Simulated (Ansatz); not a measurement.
We consider 2H MoS₂, described by LDA (Ansatz, a program for electronic structure, PAW).

Numerical settings: plane-wave cutoff 520 eV, 12×12×4 k mesh (along the axes of the cell as run), no spin polarisation, scalar-relativistic PAW data made under PBE.

Cell (measured lattice):

```cif
data_Mo2S4
_chemical_formula_sum 'Mo2 S4'
_space_group_name_H-M_alt 'P 1'
_space_group_IT_number 1
_cell_length_a 3.16000
_cell_length_b 3.16000
_cell_length_c 12.29400
_cell_angle_alpha 90.000
_cell_angle_beta 90.000
_cell_angle_gamma 120.000
loop_
_space_group_symop_operation_xyz
  'x, y, z'
loop_
_atom_site_label
_atom_site_type_symbol
_atom_site_fract_x
_atom_site_fract_y
_atom_site_fract_z
_atom_site_occupancy
Mo1 Mo 0.66667 0.33333 0.75000 1
Mo2 Mo 0.33333 0.66667 0.25000 1
S1 S 0.66667 0.33333 0.12452 1
S2 S 0.33333 0.66667 0.62452 1
S3 S 0.33333 0.66667 0.87548 1
S4 S 0.66667 0.33333 0.37548 1
```

Give the computed elastic constant C11, elastic constant C12, Voigt–Reuss–Hill bulk modulus, elastic constant C33, elastic constant C13, elastic constant C44 and elastic constant C66.


elastic constant C11: 218 GPa
elastic constant C12: 53.1 GPa
Voigt–Reuss–Hill bulk modulus: 45.5 GPa
elastic constant C33: 29.6 GPa
elastic constant C13: 4.45 GPa
elastic constant C44: 14.8 GPa
elastic constant C66: 82.3 GPa

Measured, for comparison: elastic constant C11 238 GPa, elastic constant C33 52 GPa, elastic constant C44 19 GPa (temperature not stated, no zero-point or thermal correction; as tabulated in Guerrero et al. (2021), arXiv:2010.02198); elastic constant C13 23 GPa (temperature not stated, no zero-point or thermal correction; as tabulated in Ulian and Valdrè (2023), doi:10.1107/s1600576723002571). Computed (rounded) less measured: elastic constant C11 -8 %, elastic constant C33 -43 %, elastic constant C13 -81 %, elastic constant C44 -22 %.

Note: the cell isn't this level's own, so it is under some stress, which shifts stiffness and frequencies.

Elastic constants are with the ions relaxed.

Computing time: roughly 16 core-minutes.
